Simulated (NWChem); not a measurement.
Species: ethanol (C2H6O); SMILES CCO

```xyz
9

C      0.2487    -1.2036     0.0330
C     -0.5415     0.0900    -0.0189
O      0.2657     1.2331     0.0847
H     -0.4167    -2.0808     0.0084
H      0.8528    -1.2501     0.9518
H      0.9345    -1.2858    -0.8272
H     -1.1654     0.1124    -0.9364
H     -1.2425     0.1340     0.8303
H      0.8768     1.2319    -0.6592
```
Atoms are numbered in this order, from 1.

Results from NWChem. Pople sets run with spherical d functions. Geometry: optimised at PBE0/def2-SVP. Level: M06-2X/6-31G* with COSMO at NWChem's default radii, gas-phase geometry; the question gives the dielectric constant.

Problem. What does the run give for dielectric constant 2.0? Quantities: electrostatic solvation energy (kcal/mol); dipole in solution (D).

Solution. 
```json
{
 "electrostatic solvation energy (kcal/mol)": "-2.5",
 "dipole in solution (D)": "1.88"
}
```
